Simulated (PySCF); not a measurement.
## EPR parameters of C2HN

Compound: C2HN (triplet state).
Geometry (GFN2-xTB, Å), atoms numbered from 1 in this order:
```xyz
4
C2HN angstrom
C     -0.6399   -0.0021   -0.0245
C      0.5750    0.0014   -0.3990
N      1.7200    0.0044   -0.7520
H     -1.6449    0.0011    0.2811
```

The species is `C#C[N]` [triplet].

Level of theory: UKS B3LYP, pcH-1 on C H N, non-relativistic, mean-field spin-orbit, GIAO in PySCF 2.14.0. Geometry: GFN2-xTB; no solvent, vibrations or thermal averaging. Couplings are sensitive to structure, and on GFN2-xTB geometries they can be far from those on DFT ones.

| Property | Result |
| --- | --- |
| g1, g2, g3 | 2.00218, 2.00304, 2.00304 |
| g_iso | 2.00275 |
| Form of g | axial |
| ⟨S²⟩ | 2.0512 (exact 2.0000) |
| D, E | 0.723, 0.000 cm⁻¹ |
| α and β electrons | 11, 9 |
| HOMO–LUMO gap, α and β orbitals | 8.80, 6.58 eV |

Isotropic coupling and dipolar principal values T1 to T3, in MHz; ρ(0) is the spin density at the nucleus:

```csv
atom,isotope,a_iso,T1,T2,T3,Mulliken spin population,ρ(0) (bohr⁻³)
C1,13C,68.1,-62.1,31.1,31.1,1.49,0.1211
C2,13C,-62.8,-12.7,-12.7,25.5,-0.46,-0.1117
N3,14N,12.4,-25.0,12.5,12.5,1.03,0.0766
H4,1H,-58.1,-14.9,-14.9,29.9,-0.06,-0.0260
```

The largest Mulliken spin populations are on C1 (+1.49), N3 (+1.03), C2 (-0.46) and H4 (-0.06). The positive populations add up to 2.52 and the negative ones to -0.52, together 2S = 2.

Axes: g1 lies along the molecular axis.

The 13C coupling of C1 (68.1 MHz) shows only in satellite lines or after enrichment, since that isotope makes up about 1.07 % of natural carbon.

β density exceeds α density at some nuclei, such as C2 (-0.1117) and H4 (-0.0260), spin density in bohr⁻³. In a single determinant that takes different orbitals for the two spins, that is spin polarisation.

The run took 5.7 s (with the writing of density and orbital grids) on one thread, Arm Neoverse V2 (aarch64), no GPU, shared host, and the process peaked at 0.29 GiB of memory.
